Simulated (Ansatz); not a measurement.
# CH₆NSi+ (SMILES [CH2+]N[SiH3]): functionals against CCSD(T) at one geometry

The task here is to estimate one member of a computed series from the others.

Program: Ansatz 0.2.0, Gaussian basis. Level of theory: single points in def2-TZVPP. These are calculated values, not measurements.

Cores are frozen in the correlated methods.

### Where the work starts

SMILES `[CH2+]N[SiH3]`, 9 atoms, charge 1, spin multiplicity 1.

Atoms are counted from 1 here; the program's logs count them from 0.

Bond lengths: C1–N2 1.283 Å, C1–H4 1.191 Å, C1–H5 1.116 Å, N2–Si3 1.845 Å, N2–H6 1.077 Å, Si3–H7 1.455 Å, Si3–H8 1.394 Å, Si3–H9 1.434 Å. Angles: N2–C1–H4 114.1°, N2–C1–H5 120.9°, H4–C1–H5 123.0°, C1–N2–Si3 129.3°, C1–N2–H6 115.6°, Si3–N2–H6 115.0°, N2–Si3–H7 99.1°, N2–Si3–H8 103.8°, N2–Si3–H9 100.9°, H7–Si3–H8 114.8°, H7–Si3–H9 120.3°, H8–Si3–H9 113.7°.

As a file:

```
C    -0.8680    0.8100   -0.9218
N     0.0484    0.5990   -0.0491
Si    0.5521   -0.9829    0.7568
H    -1.3332   -0.1817   -1.3894
H    -0.9997    1.8182   -1.3818
H     0.5594    1.4764    0.3104
H     1.9077   -1.0838    0.2371
H    -0.3437   -1.9191    0.2419
H     0.3273   -0.6679    2.1378
```

The first run:

Contents of run/in.yaml:

```yaml
crystal:
  periodic: [false, false, false]
  atoms:
    - {symbol: C, position_ang: [-0.868000, 0.810000, -0.921800]}
    - {symbol: N, position_ang: [0.048400, 0.599000, -0.049100]}
    - {symbol: Si, position_ang: [0.552100, -0.982900, 0.756800]}
    - {symbol: H, position_ang: [-1.333200, -0.181700, -1.389400]}
    - {symbol: H, position_ang: [-0.999700, 1.818200, -1.381800]}
    - {symbol: H, position_ang: [0.559400, 1.476400, 0.310400]}
    - {symbol: H, position_ang: [1.907700, -1.083800, 0.237100]}
    - {symbol: H, position_ang: [-0.343700, -1.919100, 0.241900]}
    - {symbol: H, position_ang: [0.327300, -0.667900, 2.137800]}
basis:
  gaussian: {orbitals: def2-TZVPP}
total_charge: 1
correlation: {method: ccsd_t}
output: {forces: true}
```

No record of the launch command was kept for these runs.

Among the steps run: CCSD(T)/def2-TZVPP; PBE0-D4/def2-TZVPP; wB97M-V/def2-TZVPP; r2SCAN-D4/def2-TZVPP; PBE-D4/def2-TZVPP; LC-wPBE/def2-TZVPP; revPBE-D4/def2-TZVPP.

One table of the session follows, with a row left open; its other results are not shown here.

```
   method  RMS force component (eV/Å)  angle to CCSD(T) forces (°)
  CCSD(T)                       1.086                    reference
  PBE0-D4                       1.071                         12.3
  wB97M-V                           ?                            ?
r2SCAN-D4                       1.046                          8.2
   PBE-D4                       1.007                          8.6
  LC-wPBE                       1.095                         15.3
revPBE-D4                       1.026                          7.9
```

Q: Estimate the row for wB97M-V from the others.

As computed: RMS force component (eV/Å): 1.062; angle to CCSD(T) forces (°): 10.8. In the column «RMS force component (eV/Å)» it lies between r2SCAN-D4 (1.046) and PBE0-D4 (1.071).
